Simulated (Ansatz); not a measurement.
Harmonic frequencies (cm⁻¹) at PBE0-D4/def2-TZVP from Ansatz: 119, 463, 689, 724, 844, 856, 926, 950, 964, 1027, 1075, 1107, 1174, 1215, 1252, 1306, 1330, 1413, 1489, 1514, 1697, 3032, 3051, 3089, 3129, 3241, 3272.

(1) Which molecule is it?
A. `CC1(O)C=C1`
B. `C=C(C)C=O`
C. `C1=COCC1`
D. `C1=CCOC1`

Results:

(1) C.
